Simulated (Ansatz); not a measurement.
Ansatz (a program for electronic structure) job for isobutane (C₄H₁₀), SMILES CC(C)C, PBE/def2-TZVPD. Coordinates come from a B3LYP-D3(BJ)/def2-SVP optimisation.

Ansatz 0.2 input:
```yaml
crystal:
  periodic: [false, false, false]
  atoms:
    - {symbol: C, position_ang: [-1.26371574, -0.72960662, -0.09516196]}
    - {symbol: C, position_ang: [-0.00000000, -0.00000000, 0.37145074]}
    - {symbol: C, position_ang: [0.00000000, 1.45921324, -0.09516196]}
    - {symbol: C, position_ang: [1.26371573, -0.72960662, -0.09516196]}
    - {symbol: H, position_ang: [-2.17586752, -0.22784103, 0.26648025]}
    - {symbol: H, position_ang: [-1.31398671, -0.75863058, -1.19748564]}
    - {symbol: H, position_ang: [-1.28524988, -1.77043602, 0.26648025]}
    - {symbol: H, position_ang: [-0.00000000, -0.00000000, 1.47778631]}
    - {symbol: H, position_ang: [-0.89061763, 1.99827706, 0.26648025]}
    - {symbol: H, position_ang: [0.00000000, 1.51726116, -1.19748564]}
    - {symbol: H, position_ang: [0.89061764, 1.99827705, 0.26648025]}
    - {symbol: H, position_ang: [2.17586752, -0.22784103, 0.26648025]}
    - {symbol: H, position_ang: [1.28524988, -1.77043603, 0.26648025]}
    - {symbol: H, position_ang: [1.31398671, -0.75863058, -1.19748564]}
basis:
  gaussian:
    orbitals: def2-TZVPD
hamiltonian:
  xc: {name: PBE}
```

Output:

```
WARN ansatz: RAYON_NUM_THREADS=2 ignored (pool sized by the plan → 2); use --threads N
Functional definition: PBE
integrals: 0.13 GiB planned
1206 factors; their error is unknown
mean field: 1.23 GiB planned
mean field evaluation 1: about -4288.5936 eV, gradient 8.7e1 eV
mean field evaluation 2: about -4241.2510 eV, gradient 1.5e2 eV
mean field evaluation 4: about -4306.4697 eV, gradient 1.4e1 eV
mean field evaluation 8: about -4306.8897 eV, gradient 4.0e-1 eV
mean field evaluation 16: about -4306.8276 eV, gradient 1.8e-4 eV
mean field -4306.82764025 eV, -158.2729965067 hartree, gradient 7.5e-5 eV, S^2 0.000000; 0 other end points of the search recorded, 0 dependent functions left out
reference -4306.82768792 eV, -158.2729982583 hartree; 17, 17 occupied and 221, 221 virtual orbitals, 1206 factors
Total energy: -4306.82768792 eV, -158.2729982583 hartree
```

The calculation finished and met its thresholds.

Cost: roughly 7 core-seconds.
